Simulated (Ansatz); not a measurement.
α-phase S was calculated with r²SCAN+rVV10 (Ansatz, a program for electronic structure, plane waves, PAW).

Numerical settings: plane-wave cutoff 560 eV, 6×6×6 k mesh, Fermi–Dirac smearing 0.01 eV, scalar-relativistic PAW data made under PBE.

Computed at the level's own relaxed cell.

Question: Estimate the band gap that the calculation returns.

Answer: 
- band gap: 2.23 eV (on the SCF k mesh)

Note: the relaxation could not lower the start's symmetry, so the cell can be a saddle point above a distorted one.

Computed values are for the static lattice.
